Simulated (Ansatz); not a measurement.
# CH₃OS+ (SMILES [CH2+]SO): single points off equilibrium

One table from this session's results is given with a row withheld; the runs are named, their logs left out.

Method: single points in def2-TZVPP; program: Ansatz 0.2.0, Gaussian basis.

Correlated methods freeze the cores. B3LYP uses VWN-RPA correlation.

**Starting geometry**

SMILES `[CH2+]SO`, 6 atoms, charge 1, spin multiplicity 1.

Atoms are counted from 1 here; the program's logs count them from 0.

Bond lengths: C1–S2 1.585 Å, C1–H4 1.055 Å, C1–H5 1.074 Å, S2–O3 1.632 Å, O3–H6 1.119 Å. Angles: S2–C1–H4 123.4°, S2–C1–H5 125.9°, H4–C1–H5 109.7°, C1–S2–O3 104.0°, S2–O3–H6 119.4°.

Coordinates:

```xyz
6
CH3OS
C    -0.45280    0.55960   -0.79440
S     0.84340   -0.14930   -0.22030
O     0.38990   -0.65760    1.26230
H    -1.39000    0.53710   -0.31090
H    -0.56630    0.95690   -1.78530
H     1.12770   -1.19800    1.90660
```

The first run:

The input, run/in.yaml:

```yaml
crystal:
  periodic: [false, false, false]
  atoms:
    - {symbol: C, position_ang: [-0.452800, 0.559600, -0.794400]}
    - {symbol: S, position_ang: [0.843400, -0.149300, -0.220300]}
    - {symbol: O, position_ang: [0.389900, -0.657600, 1.262300]}
    - {symbol: H, position_ang: [-1.390000, 0.537100, -0.310900]}
    - {symbol: H, position_ang: [-0.566300, 0.956900, -1.785300]}
    - {symbol: H, position_ang: [1.127700, -1.198000, 1.906600]}
basis:
  gaussian: {orbitals: def2-TZVPP}
total_charge: 1
correlation: {method: ccsd_t}
output: {forces: true}
```

The command line of these runs was not kept.

Steps of the session up to this table: CCSD(T)/def2-TZVPP; PBE0-D4/def2-TZVPP; wB97M-V/def2-TZVPP; r2SCAN-D4/def2-TZVPP; PBE-D4/def2-TZVPP; B3LYP-D4/def2-TZVPP; SPW92/def2-TZVPP.

One of the session's tables, all rows but one given; the rest of the session is left out.

| method | RMS force component (eV/Å) | angle to CCSD(T) forces (°) |
| --- | --- | --- |
| CCSD(T) | 1.404 | reference |
| PBE0-D4 | 1.409 | 11.7 |
| wB97M-V | 1.383 | 12.1 |
| r2SCAN-D4 | ? | ? |
| PBE-D4 | 1.288 | 8.4 |
| B3LYP-D4 | 1.360 | 6.9 |
| SPW92 | 1.283 | 19.7 |

Q: Estimate the row for r2SCAN-D4 from the others.

**Answer.** RMS force component (eV/Å): 1.351; angle to CCSD(T) forces (°): 7.8. In the column «RMS force component (eV/Å)» it lies between PBE-D4 (1.288) and B3LYP-D4 (1.360).
